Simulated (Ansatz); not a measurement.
CHFO, SMILES `O=CF` from Hartree–Fock to CCSD(T)

Z-matrix (Å, degrees):
```
C
O 1 1.174
F 1 1.336 2 122.9
H 1 1.097 2 127.8 3 -180.0
```

Total charge 0; spin multiplicity 1. All single points use the PBE0-D4/def2-TZVP geometry. Frozen core, restricted reference, Ansatz. CBS rows extrapolate triple and quadruple zeta.

```csv
basis,HF (Eh),MP2 corr.,CCSD corr.,(T),CCSD(T) total
def2-SVP,-212.57972,-0.49424,-0.50377,?,?
def2-TZVPP,-212.84396,-0.63408,?,-0.02422,?
def2-QZVPP,-212.85345,-0.68696,-0.68413,-0.02771,-213.56529
CBS(def2),-212.85476,?,-0.71885,-0.03030,?
cc-pV(D+d)Z,-212.76298,-0.49678,-0.50617,-0.01373,-213.28288
cc-pV(T+d)Z,-212.83268,?,-0.63976,-0.02461,?
cc-pV(Q+d)Z,-212.84975,-0.68945,-0.68652,-0.02772,-213.56399
CBS(cc),-212.85490,-0.72642,-0.71981,-0.02994,-213.60465
```

Task: Fill in the withheld values. (An estimate is asked.)

Result: The calculation gave: def2-SVP (T): -0.01343; def2-SVP CCSD(T) total: -213.09692; def2-TZVPP CCSD corr.: -0.63724; def2-TZVPP CCSD(T) total: -213.50542; CBS(def2) MP2 corr.: -0.72612; CBS(def2) CCSD(T) total: -213.60391; cc-pV(T+d)Z MP2 corr.: -0.63752; cc-pV(T+d)Z CCSD(T) total: -213.49705.
